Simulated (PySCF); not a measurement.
Species, as SMILES: O (H2O).
Geometry (B3LYP-D3(BJ)/def2-TZVP, fixed):
```xyz
3

O      0.0070     0.0013     0.1167
H     -0.0500     0.7593    -0.4742
H     -0.0062    -0.7700    -0.4592
```

Basis-set convergence of the isotropic shielding of H2 at PBE0 with PySCF. GIAO, no density fitting; atoms are numbered in the order shown. All functions are spherical. No added dispersion term, no relativity. Reference: the value in pcSseg-3, 30.68 ppm, itself unsure by roughly 0.09 ppm (its mean distance from cc-pCVQZ, pcseg-3, pcSseg-2). Deviations are taken from unrounded values.

```csv
basis,functions,isotropic shielding of H2 (ppm)
6-31G*,18,32.01
6-31+G*,22,31.69
cc-pVDZ,24,31.60
aug-cc-pVDZ,41,31.33
def2-SVP,24,31.42
def2-SVPD,39,31.11
pcseg-1,24,31.16
aug-pcseg-1,41,31.12
6-311G**,30,31.74
6-311+G**,34,31.49
def2-TZVP,43,31.48
def2-TZVPD,58,31.42
cc-pVTZ,58,31.09
aug-cc-pVTZ,92,30.93
pcseg-2,58,30.87
aug-pcseg-2,92,30.86
def2-TZVPP,59,31.04
def2-TZVPPD,74,30.95
cc-pVQZ,115,30.85
aug-cc-pVQZ,172,30.77
def2-QZVPP,117,30.80
def2-QZVPPD,132,30.78
pcseg-3,126,30.70
aug-pcseg-3,183,30.70
```

What the diffuse functions change, pair by pair:
- 6-31G* to 6-31+G*: 4 more functions, deviation 1.33 to 1.01 ppm
- cc-pVDZ to aug-cc-pVDZ: 17 more functions, deviation 0.92 to 0.65 ppm
- def2-SVP to def2-SVPD: 15 more functions, deviation 0.74 to 0.43 ppm
- pcseg-1 to aug-pcseg-1: 17 more functions, deviation 0.48 to 0.44 ppm
- 6-311G** to 6-311+G**: 4 more functions, deviation 1.06 to 0.81 ppm
- def2-TZVP to def2-TZVPD: 15 more functions, deviation 0.80 to 0.74 ppm
- cc-pVTZ to aug-cc-pVTZ: 34 more functions, deviation 0.41 to 0.25 ppm
- pcseg-2 to aug-pcseg-2: 34 more functions, deviation 0.19 to 0.18 ppm
- def2-TZVPP to def2-TZVPPD: 15 more functions, deviation 0.36 to 0.27 ppm
- cc-pVQZ to aug-cc-pVQZ: 57 more functions, deviation 0.17 to 0.09 ppm
- def2-QZVPP to def2-QZVPPD: 15 more functions, deviation 0.12 to 0.10 ppm
- pcseg-3 to aug-pcseg-3: 57 more functions, deviation 0.02 to 0.02 ppm

They bring the value nearer the reference by more than 0.09 ppm in 5 of 12 pairs.
